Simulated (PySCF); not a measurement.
## methallyl cyanide: full NMR table

| Quantity | Value |
| --- | --- |
| Formula | C5H7N |
| SMILES | C=C(C)CC#N |
| InChI | InChI=1S/C5H7N/c1-5(2)3-4-6/h1,3H2,2H3 |
| Point group of the computed structure | C1 |
| Degrees of unsaturation | 3 |
| Carbon signals | 5 |
| Proton signals | 4 |

Structure with atom numbers: `[CH2:1]=[C:2]([CH3:3])[CH2:4][C:5]#[N:6]`. Hydrogens are named by the atom that carries them. Ha(C1) is cis to C3; Hb(C1) is trans to C3.

[PySCF 2.14: coordinates at the GFN2-xTB level; shieldings: GIAO PBE0/pcSseg-1; couplings computed with B3LYP/pcJ-1 (spin–dipole term only in couplings to heteroatoms); fast rotation and ring inversion assumed for equivalent nuclei; in vacuum; a single conformation; non-relativistic Hamiltonian]

Scale: 1H and 13C against TMS; NH3 for 15N (reference shieldings calculated alike).

| carbon | δC, type | δH (multiplicity, J in Hz) | HMBC from (abs. J ≥ 3 Hz) | span of the C tensor (ppm) |
| --- | --- | --- | --- | --- |
| C1 | 122.6, CH2 | Ha(C1) 5.35 (q, 1.9); Hb(C1) 5.28 (sext, 1.3) | H(C4), H(C3) | 182 |
| C2 | 146.1, C | – | H(C4), H(C3) | 239 |
| C3 | 24.6, CH3 | 2.08 (t, 1.7) | Ha(C1), Hb(C1), H(C4) | 41 |
| C4 | 27.8, CH2 | 2.90 (d, 1.3) | Ha(C1), Hb(C1), H(C3) | 32 |
| C5 | 122.0, C | – | H(C4) | 343 |

Other nuclei:
| atoms | nucleus | environment | δ (ppm) | σ (ppm) |
| --- | --- | --- | --- | --- |
| N6 | 15N | nitrile nitrogen | 300.5 | -32.7 |

Selected couplings (Hz, signed; the shortest-range and largest first, 30 at most; isotopes 13C, 1H, 15N): 1J(C1,Ha(C1)) 164.8, 1J(C1,Hb(C1)) 162.3, 1J(C4,H(C4)) 140.3, 1J(C3,H(C3)) 133.5, 1J(C1,C2) 82.1, 1J(C4,C5) 66.5, 1J(C2,C3) 44.6, 1J(C2,C4) 40.6, 1J(C5,N6) -21.3, 2J(C2,C5) -5.0, 2J(C3,C4) 4.9, 2J(C1,C4) 4.7, 2J(C1,C3) 3.5, 2J(C4,N6) 3.0, 3J(C1,C5) 3.6, 3J(N6,H(C4)) -1.5, 3J(C3,C5) 1.0, 4J(Ha(C1),H(C3)) -1.9, 4J(Hb(C1),H(C3)) -1.4, 4J(Hb(C1),H(C4)) -1.3.

- Carbon types of the structure: 2 × C, 2 × CH2, 1 × CH3, which accounts for all hydrogens.
- δC 146.1: fully substituted alkene carbon; as expected for a trigonal carbon in a double bond.
- δC 122.6: terminal =CH2 carbon; as expected for a trigonal carbon in a double bond.
- δC 122.0: nitrile carbon; C≡N carbons fall here, among the sp2 signals but without a proton.
- δC 27.8: allylic sp3 CH2; saturated and bonded to C and H only.
- δH 2.08: hydrogen on an allylic methyl carbon; allylic position.

Multiplet labels drop couplings under 1 Hz and merge nearly equal ones. Shifts are as computed. Against solution values, carbons near 30 ppm lie about +3 ppm off and those near 130 ppm about +5 ppm. Of 1211 compounds with measured shifts, 218 miss one by over three times the rms of a fit or turn the order of signals round; such compounds aren't used in these exercises. Experimental scales use liquid or dissolved standards, which lie at an offset from isolated NH3 (liquid NH3: subtract about 20 ppm). Unscaled 15N shifts of sp2 nitrogen come out 20 to 40 ppm too high even then.
